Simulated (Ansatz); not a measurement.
The input, for Ansatz 0.2.0:

```yaml
crystal:
  periodic: [false, false, false]
  atoms:
    - {symbol: Ru, position_ang: [0.000000, -0.096028, 1.397129]}
    - {symbol: N, position_ang: [0.000000, -0.186431, -0.239279]}
    - {symbol: H, position_ang: [0.000000, 0.282460, -1.157849]}
basis:
  gaussian: {orbitals: def2-SVP}
magnetization: {spin_polarized: false, initial_magnetization: 2}
hamiltonian: {xc: {name: PBE0}}
correlation: {method: ccsd, electrons: outside_noble_gas}
```

```sh
$ ansatz run in.yaml --threads 1 --pin off --events-out ev --progress --plain --max-ram 2393MiB
```

Log:

```
529 factors; integrals over basis functions are off by at most 1.1e-3 eV
mean field evaluation 1: about -4076.3147 eV, gradient 4.3e1 eV
mean field evaluation 2: about -4076.4050 eV, gradient 4.3e1 eV
mean field evaluation 4: about -4080.4934 eV, gradient 1.4e1 eV
mean field evaluation 8: about -4081.0164 eV, gradient 1.6e0 eV
mean field evaluation 16: about -4081.1465 eV, gradient 1.2e0 eV
mean field evaluation 32: about -4081.1520 eV, gradient 3.8e-2 eV
mean field evaluation 64: about -4081.1531 eV, gradient 6.5e-2 eV
mean field -4081.15353653 eV, -149.9796261623 hartree, gradient 4.2e-8 eV, S^2 2.000000; 7 other end points of the search recorded, 0 dependent functions left out
mean field evaluation 96: about -4053.2284 eV, gradient 1.8e0 eV
unrestricted determinant -4053.52556754 eV, -148.9643170288 hartree, S^2 2.6815
5 core orbitals not correlated: weight in the atoms' cores, before any rotation towards them, 0.994 or more for the frozen orbitals, at most 0.003 for the correlated occupied ones
reference -4052.04771783 eV, -148.9100070537 hartree; 8, 6 occupied and 37, 39 virtual orbitals, 529 factors
second order -12.29854508 eV of doubles, -0.34653573 eV of singles
cycle   1  -10.06441095 eV  change     2.6e0 eV  update   2.3e-1
cycle   2  -11.07442238 eV  change    -1.0e0 eV  update   1.3e-1
...
cycle  18  -11.26082655 eV  change   -5.6e-5 eV  update   2.7e-4
cycle  19  -11.26086951 eV  change   -4.3e-5 eV  update   1.8e-4
cycle  20  -11.26069842 eV  change    1.7e-4 eV  update   1.3e-4
cycle  21  -11.26064519 eV  change    5.3e-5 eV  update   8.7e-5
cycle  22  -11.26075777 eV  change   -1.1e-4 eV  update   6.5e-5
cycle  23  -11.26071571 eV  change    4.2e-5 eV  update   4.6e-5
cycle  24  -11.26074069 eV  change   -2.5e-5 eV  update   3.3e-5
cycle  25  -11.26071353 eV  change    2.7e-5 eV  update   2.5e-5
cycle  26  -11.26067900 eV  change    3.5e-5 eV  update   1.7e-5
cycle  27  -11.26068946 eV  change   -1.0e-5 eV  update   1.0e-5
WARN: the results are in doubt because among natural orbitals full CI differs from the method by -0.198 eV
Total energy: -4063.30840729 eV, -149.3238297587 hartree
In doubt: among natural orbitals full CI differs from the method by -0.198 eV
```

Ran on 1 thread of AMD EPYC, shared host: 27 s wall, 0.16 GiB peak host memory.
